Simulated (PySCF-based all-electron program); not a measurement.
The numbers below are computed, except where a source is named.
**CH5Al, singlet: all-electron forces**

Method: all-electron DFT (in-house code on PySCF), basis-limit composite values; Koelling–Harmon scalar relativity or the spin-free Dirac equation, no spin–orbit coupling, spin-restricted. Forces are good to about 0.008 eV/Å. Atoms are numbered as listed.

Shape A (Koelling–Harmon scalar relativity):

```csv
atom,x (Å),y (Å),z (Å)
Al,0.0000,0.0000,0.0000
C,0.0000,0.0000,1.9610
H,1.3766,0.0000,-0.8174
H,-1.3766,0.0000,-0.8174
H,0.0000,1.0374,2.3386
H,-0.8935,-0.4872,2.3784
H,0.8935,-0.4872,2.3784
```

PBE forces:

| atom | Fx | Fy | Fz (eV/Å) |
| --- | --- | --- | --- |
| Al1 | 0.000 | -0.031 | -0.011 |
| C2 | 0.000 | 0.008 | -0.018 |
| H3 | -0.037 | 0.013 | 0.027 |
| H4 | 0.037 | 0.013 | 0.027 |
| H5 | 0.000 | -0.034 | -0.014 |
| H6 | 0.033 | 0.016 | -0.006 |
| H7 | -0.033 | 0.016 | -0.006 |

Task: What forces does r2SCAN give in shape A?

Result: The forces move by 0.175 eV/Å (r.m.s. over the atoms) from PBE.

```tsv
atom	Fx	Fy	Fz (eV/Å)
Al1	0.000	-0.032	0.025
C2	0.000	0.010	0.004
H3	-0.162	0.014	0.106
H4	0.162	0.014	0.106
H5	0.000	-0.258	-0.081
H6	0.232	0.126	-0.080
H7	-0.232	0.126	-0.080
```

Shape B (Koelling–Harmon scalar relativity):

```tsv
atom	x (Å)	y (Å)	z (Å)
Al	0.0000	0.0000	0.0000
C	0.0000	0.0000	1.7649
H	1.3766	0.0000	-0.8174
H	-1.3766	0.0000	-0.8174
H	0.0000	1.0374	2.1425
H	-0.8935	-0.4872	2.1823
H	0.8935	-0.4872	2.1823
```

Against shape A, Al1–C2 goes from 1.961 to 1.765 Å.

Task: What forces does PBE give in shape B?

Result: 

```csv
atom,Fx,Fy,Fz (eV/Å)
Al1,0.000,-0.022,-4.093
C2,0.000,-0.090,3.786
H3,-0.007,0.018,-0.043
H4,0.007,0.018,-0.043
H5,0.000,-0.037,0.114
H6,0.048,0.057,0.141
H7,-0.048,0.057,0.141
```

Task: What forces does r2SCAN give in shape B?

Result: The forces move by 0.176 eV/Å (r.m.s. over the atoms) from PBE.

```csv
atom,Fx,Fy,Fz (eV/Å)
Al1,0.000,-0.022,-4.103
C2,0.000,-0.093,3.866
H3,-0.129,0.019,0.031
H4,0.129,0.019,0.031
H5,0.000,-0.260,0.044
H6,0.248,0.168,0.066
H7,-0.248,0.168,0.066
```

Shape C (the spin-free Dirac equation):

```
atom    x (Å)    y (Å)    z (Å)
  Al   0.0000   0.0000   0.0000
   C   0.0000   0.0000   1.6668
   H   1.3766   0.0000  -0.8174
   H  -1.3766   0.0000  -0.8174
   H   0.0000   1.0374   2.0444
   H  -0.8935  -0.4872   2.0843
   H   0.8935  -0.4872   2.0843
```

Against shape A, Al1–C2 goes from 1.961 to 1.667 Å.

Task: What forces does PBE give in shape C?

Result: 

```csv
atom,Fx,Fy,Fz (eV/Å)
Al1,0.000,-0.016,-7.767
C2,0.000,-0.142,7.341
H3,0.015,0.021,-0.089
H4,-0.015,0.021,-0.089
H5,0.000,-0.049,0.173
H6,0.063,0.082,0.215
H7,-0.063,0.082,0.215
```

Task: What forces does r2SCAN give in shape C?

Result: The forces move by 0.183 eV/Å (r.m.s. over the atoms) from PBE.

| atom | Fx | Fy | Fz (eV/Å) |
| --- | --- | --- | --- |
| Al1 | 0.000 | -0.016 | -7.828 |
| C2 | 0.000 | -0.148 | 7.482 |
| H3 | -0.106 | 0.023 | -0.016 |
| H4 | 0.106 | 0.023 | -0.016 |
| H5 | 0.000 | -0.272 | 0.101 |
| H6 | 0.263 | 0.195 | 0.139 |
| H7 | -0.263 | 0.195 | 0.139 |
